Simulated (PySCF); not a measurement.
Method: TPSSh-D3(BJ)/def2-TZVP // PBE0-D3(BJ)/def2-TZVP in PySCF. Isolated molecules, 0 K electronic values unless said otherwise. Excitations are Tamm–Dancoff values on a coarser integration grid. The basis has no diffuse functions, so Rydberg states are missing or too high.

Reference species (SMILES): `C(#C)/C=N\[H]` (neutral, multiplicity 1).

HOMO–LUMO gap: 5.34 eV
S1 oscillator strength: 0.004
S1 excitation (TDA): 4.74 eV

After one change: the HOMO–LUMO gap rises by 0.32 eV; the S1 oscillator strength stays essentially unchanged; the S1 excitation (TDA) goes up by 1.38 eV.

Q: What was changed between the two runs? The new species is one of these.
A. `C=C=C=N`
B. `N=c1cc1`
C. `C#CN=C`
D. `C=CC#N`

A: D, `C=CC#N`
